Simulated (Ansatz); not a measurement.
**PN (phosphorus nitride) at CCSDTQ/STO-3G**

Aim: the energy change on altering one bond length of PN (phosphorus nitride) at CCSDTQ/STO-3G, from 2 runs. 

Program for the calculation: Ansatz 0.2.0.

46 further runs of the same task are left out: 12 that didn't finish, 34 set aside as unsound or not needed.

**1. Starting point**

PN has 2 atoms, charge 0, and is taken as a singlet. SMILES: `N#P`. Geometry: the measured bond length.

Bond lengths: N1–P2 1.491 Å.

**2. A single-point energy at CCSDTQ/STO-3G**

Contents of molecule.yaml:

```yaml
crystal:
  periodic: [false, false, false]
  atoms:
    - {symbol: "N", position_ang: [0.000000, 0.000000, 0.000000]}
    - {symbol: P, position_ang: [0.000000, 0.000000, 1.490866]}
basis:
  gaussian: {orbitals: STO-3G}
accuracy: high
correlation: {method: ccsdtq, frozen_orbitals: {"N": 1, P: 5}}
scf: {omitted_lower_state_checks: [cluster_reference, increment]}
```

The run is started by

```sh
ansatz run molecule.yaml --threads 1 --pin off --max-ram 2610MiB --events-out events.jsonl --progress --plain --runs-dir runs
```

The log of the run, cut to the lines that bear on the results:

```text
Warning: RAYON_NUM_THREADS=1 ignored (pool sized by the plan → 1); use --threads N
Functional definition: HF
  name "HF"
[...]
224 factors; integrals over basis functions are off by at most 8.7e-9 eV
[...]
mean field -10628.54257783 eV, -390.5917354505 hartree, gradient 2.8e-8 eV, S^2 0.000000; 0 other end points of the search recorded, 0 dependent functions left out; unrestricted orbitals would lower it
6 core orbitals not correlated: weight in the atoms' cores, before any rotation towards them, 1.000 or more for the frozen orbitals, at most 0.000 for the correlated occupied ones
reference -10628.54257783 eV, -390.5917354505 hartree; 5, 5 occupied and 3, 3 virtual orbitals, 224 factors
second order -5.03448592 eV of doubles, -0.00000000 eV of singles
cycle   1  -4.18853533 eV  change    8.5e-1 eV  update   1.1e-1
[...]
cycle  25  -4.74856660 eV  change  -4.8e-10 eV  update  3.4e-10
Total energy: -10633.29114443 eV, -390.7662420543 hartree
Checks for a lower state left out: cluster_reference, increment
```

It took 1.7 s on 1 thread of Intel Xeon 6975P-C (Granite Rapids), shared host; peak memory 0.15 GiB.

**3. The distorted shape at the same level**

Contents of molecule.yaml:

```yaml
crystal:
  periodic: [false, false, false]
  atoms:
    - {symbol: N, position_ang: [0.000000, 0.000000, -0.372734]}
    - {symbol: P, position_ang: [0.000000, 0.000000, 1.490866]}
basis:
  gaussian: {orbitals: STO-3G}
magnetization: {spin_polarized: false}
correlation: {method: ccsdtq, frozen_orbitals: {"N": 1, P: 5}}
accuracy: high
scf: {omitted_lower_state_checks: [cluster_reference, increment]}
```

The run is started by

```sh
ansatz run molecule.yaml --threads 1 --pin off --max-ram 2610MiB --events-out events.jsonl --progress --plain --runs-dir runs
```

The log of the run:

```text
Warning: RAYON_NUM_THREADS=1 ignored (pool sized by the plan → 1); use --threads N
[... 15 lines left out ...]
6 core orbitals not correlated: weight in the atoms' cores, before any rotation towards them, 1.000 or more for the frozen orbitals, at most 0.000 for the correlated occupied ones
[... 42 lines left out ...]
Total energy: -10631.65492380 eV, -390.7061120549 hartree
Checks for a lower state left out: cluster_reference, increment
```

Wall time 2.2 s (1 thread of Intel Xeon 6975P-C (Granite Rapids), shared host); peak memory 0.15 GiB.

**4. Outcome**

Level: CCSDTQ/STO-3G, 6 core orbitals frozen.

| quantity | value |
| --- | --- |
| first shape: total energy | -390.76624 Eh |
| first shape: correlation energy (6 core orbitals frozen) | -174.5 mEh |
| first shape: T1 diagnostic | 0.006 |
| distorted shape: total energy | -390.70611 Eh |
| distorted shape: correlation energy (6 core orbitals frozen) | -258.5 mEh |
| distorted shape: T1 diagnostic | 0.238 |
| energy change with the N1–P2 bond stretched from 1.491 to 1.864 Å | 1.636 eV |

What this shows: With the N1–P2 bond stretched from 1.491 to 1.864 Å the energy rises by 1.64 eV (158 kJ/mol). The first shape isn't relaxed at this level, so the change isn't measured from a minimum. The minimal basis adds a large error of its own. The restricted solution (first shape) is unstable to spin breaking: an unrestricted one lies lower. The restricted solution (distorted shape) is unstable to spin breaking: an unrestricted one lies lower.
